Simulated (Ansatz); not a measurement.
in.yaml

```yaml
crystal:
  periodic: [false, false, false]
  atoms:
    - {symbol: Ga, position_ang: [0.000000, 0.006706, 0.249075]}
    - {symbol: Be, position_ang: [0.000000, -0.170851, -1.791666]}
    - {symbol: H, position_ang: [0.000000, 1.063704, -1.209846]}
basis:
  gaussian: {orbitals: cc-pVDZ}
magnetization: {spin_polarized: false}
hamiltonian: {xc: {name: r2SCAN}}
correlation: {method: full_ci, electrons: outside_noble_gas, diis_vectors: 12}
```

```sh
$ ansatz run in.yaml --threads 1 --pin off --events-out ev --progress --plain --max-ram 2393MiB
```

Question: One thing in this input was set wrong on purpose, beside settings that are merely unusual. What is the gravest fault, and what does the program do?

Answer: A method name that the input doesn't accept. How the run ends: refused.
```
Error: YAML parse error: error: line 11 column 23: unknown variant `full_ci`, expected one of mp2, rpa, ccsd, ccsd_t, bccd, bccd_t, ccsdt, ccsdt_q, ccsdt_q_b, ccsdtq, fci, sc_nevpt2, fic_nevpt4_sd, fic_mrcisd_q, fic_mrcisd_q_relaxed
  --> <input>:11:23
   |
 9 | magnetization: {spin_polarized: false}
10 | hamiltonian: {xc: {name: r2SCAN}}
11 | correlation: {method: full_ci, electrons: outside_noble_gas, diis_vectors: 12}
   |                       ^ unknown variant `full_ci`, expected one of mp2, rpa, ccsd, ccsd_t, bccd, bccd_t, ccsdt, ccsdt_q, ccsdt_q_b, ccsdtq, fci, sc_nevpt2, fic_nevpt4_sd, fic_mrcisd_q, fic_mrcisd_q_relaxed
```
